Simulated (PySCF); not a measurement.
# The bond of NaH+, level by level

The task here is to estimate one member of a computed series from the others.

Method: Na pcseg-1, H pcseg-1, no relativity; program: PySCF 2.14.0.

The first run:

The job is set up so:

```json
{
  "atoms": "Na, H",
  "charge": "1",
  "basis": "Na pcseg-1, H pcseg-1",
  "Hamiltonian": "no relativity",
  "basis functions": "15",
  "electrons treated": "11",
  "masses in u": "22.9898, 1.0078",
  "levels": "PBE0, PBE, r²SCAN, r²SCAN0, B2PLYP, TPSS, CAM-B3LYP, HF, MP2, SCS-MP2, CCSD, CCSD(T)",
  "grid": "80 radial by 434 angular points",
  "occupations": "held fixed by the projection of orbital angular momentum",
  "dissociation limit": "Na+ + H, each in its ground configuration",
  "starting distance in angstrom": "1.995",
  "values of 2S to try": "1, 3"
}
```

Launch:

```sh
OMP_NUM_THREADS=1 python dia.py task.json out
```

Among the steps run: Input; The PBE0 curve of the state that the search chose; PBE (GGA); r²SCAN (meta-GGA); r²SCAN0; B2PLYP (double hybrid); TPSS; CAM-B3LYP (range-separated hybrid); UHF; Adding correlation.

One of the session's tables, all rows but one given; the rest of the session is left out.

It belongs to the step «The curves together». Energy (eV) from each level's lowest point:

| R (Å) | UHF | UHF-MP2 | UHF-SCS-MP2 | UHF-CCSD | UHF-CCSD(T) |
| --- | --- | --- | --- | --- | --- |
| 2.459 | 0.034 | 0.034 | 0.034 | n/a | n/a |
| 2.573 | 0.019 | 0.018 | 0.018 | 0.018 | 0.018 |
| 2.688 | 0.009 | 0.008 | 0.008 | 0.008 | 0.008 |
| 2.773 | 0.005 | 0.004 | 0.004 | 0.004 | 0.004 |
| 2.859 | 0.002 | 0.002 | 0.002 | 0.002 | 0.002 |
| 2.945 | ? | ? | ? | ? | ? |
| 3.059 | 0.000 | 0.000 | 0.000 | 0.000 | 0.000 |
| 3.202 | 0.001 | 0.001 | 0.001 | 0.001 | 0.001 |
| 3.374 | 0.002 | 0.003 | 0.003 | 0.003 | 0.003 |
| 3.602 | 0.005 | 0.005 | 0.005 | n/a | n/a |

**Question.** Estimate the row for R (Å) = 2.945.

Worked estimate for «UHF». A straight line through the neighbours (2.859, 0.002) and (3.059, 0.000) gives 0.002 + (0.000 − 0.002) × (2.945 − 2.859) / (3.059 − 2.859) = 0.001; a parabola fitted to 4 rows on both sides gives 0.001.

**Answer.** UHF: 0.001; UHF-MP2: 0.000; UHF-SCS-MP2: 0.000; UHF-CCSD: 0.000; UHF-CCSD(T): 0.000. In «UHF» the line misses by 0.000 and the parabola by 0.000.

Caveats from the session: The bond is weak, and basis-set superposition, which was not computed, may be a sizeable part of it.
